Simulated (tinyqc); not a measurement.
UHF in the sto-3g basis, for OH-, spin multiplicity 1, step by step (part 3 of 3). The basis has no diffuse functions, so it cannot describe the extra electron: this is an exercise in the method, not the real anion. Computed by tinyqc, a small Python program that keeps every step (integrals from PySCF). Command: `OMP_NUM_THREADS=1 python tinyqc.py 20530 20531 out.jsonl` (the two numbers bound the seeds that draw the settings). One thread of a shared host (Intel(R) Xeon(R) Processor @ 2.60GHz), about 0.1 s of CPU time with the checks.

Geometry (angstrom):
```
atom         x         y         z
O     0.000000  0.000000  0.000000
H     0.000000  0.000000  1.388000
```

## Populations, bond orders and dipole

D(alpha) after iteration 17, lower triangle:
```
            1O 1s      1O 2s    1O 2px    1O 2py    1O 2pz     2H 1s
1O 1s    1.058841
1O 2s   -0.250348   1.071233
1O 2px   0.000000   0.000000  1.000000
1O 2py   0.000000   0.000000  0.000000  1.000000
1O 2pz   0.033776  -0.158750  0.000000  0.000000  0.210743
2H 1s    0.012181  -0.117340  0.000000  0.000000  0.366189  0.662775
```

D(beta) after iteration 17, lower triangle:
```
            1O 1s      1O 2s    1O 2px    1O 2py    1O 2pz     2H 1s
1O 1s    1.058841
1O 2s   -0.250348   1.071233
1O 2px   0.000000   0.000000  1.000000
1O 2py   0.000000   0.000000  0.000000  1.000000
1O 2pz   0.033776  -0.158750  0.000000  0.000000  0.210743
2H 1s    0.012181  -0.117340  0.000000  0.000000  0.366189  0.662775
```

overlap S, lower triangle:
```
           1O 1s     1O 2s    1O 2px    1O 2py    1O 2pz     2H 1s
1O 1s   1.000000
1O 2s   0.236704  1.000000
1O 2px  0.000000  0.000000  1.000000
1O 2py  0.000000  0.000000  0.000000  1.000000
1O 2pz  0.000000  0.000000  0.000000  0.000000  1.000000
2H 1s   0.019710  0.242097  0.000000  0.000000  0.233842  1.000000
```

Mulliken: Z minus the diagonal of D S on the atom; Loewdin: the same with S^(1/2) D S^(1/2); Mayer order: 2 sum_s sum (D(s) S)_ij (D(s) S)_ji over the two atoms.

Charges (e):
```
atom   Mulliken    Loewdin  Mulliken spin
1O    -0.559524  -0.569906              0
2H    -0.440476  -0.430094              0
```

Mayer bond orders:
```
pair     order
2-1   0.805981
```

dipole moment about the origin, x y z (debye): 0.000000  0.000000  -2.381318

<S^2> of the determinant (pure state: 0) = 0.000000
